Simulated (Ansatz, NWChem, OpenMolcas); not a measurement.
S2 (sulfur dimer): the vertical ionisation energy, rung by rung

S2 has 2 atoms, charge 0, and is taken as a triplet. As SMILES, `S=S`. Geometry: the measured bond length.

| atom | x (Å) | y (Å) | z (Å) |
| --- | --- | --- | --- |
| S | 0.0000 | 0.0000 | 0.0000 |
| S | 0.0000 | 0.0000 | 1.8892 |

Quantity: the vertical ionisation energy (to the doublet cation), in eV. The values are calculated.

| level | kind | program | value (eV) | CPU time (all runs) |
| --- | --- | --- | --- | --- |
| UBLYP/cc-pVTZ | GGA | NWChem | 9.25 | 47 s |
| UTPSS/cc-pVTZ | meta-GGA | NWChem | 9.52 | 53 s |
| U-wB97M-V/cc-pVTZ | range-separated hybrid | Ansatz | 9.50 | 34 s |
| U-wB97X/cc-pVTZ | range-separated hybrid | Ansatz | ? | 30 s |
| UCAM-B3LYP/cc-pVTZ | range-separated hybrid | NWChem | ? | 63 s |
| UB2PLYP/cc-pVTZ | double hybrid | NWChem | 9.40 | 44 s |
| UMP3/cc-pVTZ | perturbation theory | NWChem | 9.42 | 78 s |
| CASSCF(12,8)/cc-pVTZ | multireference | OpenMolcas | 7.69 | 5.7 s |

(1) Estimate what the levels marked ? give.

Answers

(1) As computed at these levels: U-wB97X/cc-pVTZ: 9.76 eV; UCAM-B3LYP/cc-pVTZ: 9.73 eV. The values span 7.69 to 9.76 eV. Times are those of the runs behind each value, whatever else they computed, on shared processors of several kinds: orders of magnitude only.
